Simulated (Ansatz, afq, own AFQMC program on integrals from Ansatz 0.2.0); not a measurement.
# CH2Si, triplet: AFQMC among the cluster methods

```yaml
atoms:
  - { symbol: Si, position_ang: [0.0000, 0.0000, 0.5267] }
  - { symbol: C, position_ang: [0.0000, 0.0000, -1.4811] }
  - { symbol: H, position_ang: [0.0000, 1.3374, 1.4863] }
  - { symbol: H, position_ang: [0.0000, -1.3374, 1.4863] }
```

Connectivity, by distances: SiH2–C.

Basis cc-pVDZ. Only valence electrons are correlated. Ansatz 0.2.0 and our own AFQMC program on the same integrals; the CISD trial comes from CCSD amplitudes, and released means the phaseless constraint is let go. Free projection: walkers drawn from exp(T), propagated without any constraint. Its projection time is finite, and what remains of the start isn't in its error. Error bars are statistical, one sigma.

Determinant: UHF, the one that the program's search chose, which needn't be the lowest solution. The geometry is a point of a scan.

No full CI on the walks' own integrals is used here; CCSDT(Q) serves as the reference and is uncertain by about the last step of the cluster series.

Cautions: lower spins were not checked; an unrestricted solution with more broken spin lies lower (189 meV, ⟨S²⟩ 2.84).

```
T1 diagnostic                               : 0.0287
weight of the determinant in the CISD state : 0.854
⟨S²⟩ of the determinant                     : 2.018
size of the correlated space                : 10 electrons in 36 orbitals
```

Reference: CCSDT(Q), correlation energy -6.269 eV. The released energy is read at 2.40 1/Eh (meV from the phaseless value at times in 1/Eh: 12 ± 16 at 0.24, -12 ± 15 at 0.51, -43 ± 19 at 0.99, -58 ± 19 at 1.62, -29 ± 18 at 2.40).

| level | E − E(reference) (mEh) | share of correlation (%) |
| --- | --- | --- |
| HF | 230.37 | 0.00 |
| MP2 | 53.54 | 76.76 |
| CCSD | 11.92 | 94.83 |
| CCSD(T) | 2.93 | 98.73 |
| CCSDT | 0.77 | 99.67 |
| ph-AFQMC/HF | 8.90 ± 1.72 | 96.14 |
| ph-AFQMC/CISD | 2.05 ± 0.57 | 99.11 |
| released AFQMC | 0.98 ± 0.68 | 99.57 |
| free AFQMC | 0.41 ± 0.52 | 99.82 |

Free projections are given only where their last times agree within the noise and don't stop above the reference; a slow remainder of the start can still hide under it. A walk keeps the symmetry of its determinant, which the program's search chose and which needn't be the lowest solution, so a lower state of the same spin and another symmetry isn't excluded. Released energies are given only where the last usable release times agree within the noise; a slower fall can still hide under it.
